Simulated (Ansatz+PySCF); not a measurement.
## singlet SO3: levels of theory in one basis

```xyz
4

S    -0.0352    0.0234   -0.0267
O     1.4136   -0.0320    0.0265
O    -0.7472    1.2888   -0.0129
O    -0.7399   -1.2796    0.0340
```

Basis set: def2-SVP (spherical functions). Frozen core: 8 orbitals. Charge 0, multiplicity 1.

Computed with Ansatz (development build ahead of 0.2.0); each method stands on the lowest determinant of its kind that the runs found. NEVPT2 correlates all electrons. Active spaces start from the frontier orbitals, and the lowest solution found is given.

```csv
method,E − E(RHF) (eV),<S²> of the determinant
RHF,0.00,0.00
RHF-MP2,-19.49,–
UHF-CCSD,-19.20,0.00
RHF-CCSD(T),-19.96,–
"SC-NEVPT2(6,4)",-19.72,–
```

What does CASSCF(6,4) give on the same scale?

-0.73 eV.

Is a single determinant a sound starting point here?

By this sign, yes. Unrestricted orbitals gain 0.00 eV and <S²> is 0.00 against 0.00 for a pure state. The CASSCF(6,4) natural occupations are 2.00, 2.00, 1.95, 0.05.
